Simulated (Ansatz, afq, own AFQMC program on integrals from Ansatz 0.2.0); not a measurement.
Two steps: Ansatz 0.2.0 writes the Fock matrix and Cholesky factors of the valence space, and afq projects on them the lowest state that overlaps trial and start.

```yaml
crystal:
  periodic: [false, false, false]
  atoms:
    - {symbol: N, position_ang: [-0.031501, 0.000001, 0.775533]}
    - {symbol: C, position_ang: [0.070814, -0.000001, -0.703585]}
    - {symbol: H, position_ang: [-0.203041, -0.930186, -1.196548]}
    - {symbol: H, position_ang: [-0.203042, 0.930183, -1.196550]}
basis:
  gaussian: {orbitals: cc-pVDZ}
magnetization: {spin_polarized: true, initial_magnetization: 3}
correlation: {method: ccsd_t, electrons: outside_noble_gas, hamiltonian_folder: ham}
```

```sh
$ ansatz run in.yaml --threads 1 --pin off --events-out ev --progress --plain --max-ram 1382MiB
```

afq runs on the folder ham with

```
--method free --trial cisd --walkers 60 --time-step 0.03 --max-blocks 80 --target-error 0.0004 --factor-cut 1e-05 --seed 4586 --times 0,0.21,0.42,0.81,1.2,1.8,2.4,3 --taylor-order 8
```

Times are imaginary, in 1/Eh. The walk had a cap of 1161 s.

Output of the walk:

```
orbitals 36  electrons 7 4  factors 279 of 355
reference energy -93.35124079 Eh
CCSD correlation -0.24189661 Eh in 13 cycles, weight of the determinant in the CISD state 0.9094
repeat  energy at the last time / Eh  error
    10  -93.599040  0.001142
    20  -93.598755  0.000735
    30  -93.598936  0.000597
    40  -93.599210  0.000562
    50  -93.599171  0.000479
    60  -93.599611  0.000453
    70  -93.599713  0.000408
    80  -93.599632  0.000374
time / (1/Eh)  energy / Eh  error  mean overlap
  0.00  -93.593148  0.000114  1.0997
  0.21  -93.596517  0.000159  1.0958
  0.42  -93.598042  0.000198  1.0908
  0.81  -93.599226  0.000229  1.0743
  1.20  -93.599167  0.000266  1.0786
  1.80  -93.599576  0.000243  1.0744
  2.40  -93.598781  0.000298  1.0859
  3.00  -93.599632  0.000374  1.0759
energy -93.599632 +/- 0.000374 Eh
```

The run passed its tests (error under three times the target), which doesn't prove that it has relaxed.

Against this walk (error 10.2 meV) on the same determinant: CCSD(T) 39.2 meV higher, CCSDT(Q) 9.3 meV higher (within the noise). The error is statistical, and a free projection of finite length keeps a remainder of its start. The last points scatter (meV from the last: 11 ± 6 at 0.81, 13 ± 7 at 1.20, 2 ± 7 at 1.80, 23 ± 8 at 2.40, 0 ± 10 at 3.00); the last is the one printed as the energy, and the gaps above move with that scatter.

Cautions: remainder of the start not in the error; lower spins were not checked.

The walk took 6.4 min on 1 thread of Intel(R) Xeon(R) Platinum 8259CL CPU @ 2.50GHz (Skylake/Cascade Lake) (shared host). The log's last line is the free-projection energy.

CCSDT and higher add their correlation energy to the determinant of the CCSD(T) run, since their own runs factorise the integrals more tightly (a shift of under 2 meV). A walk keeps the symmetry of its determinant, which the program's search chose and which needn't be the lowest solution, so a lower state of the same spin and another symmetry isn't excluded.
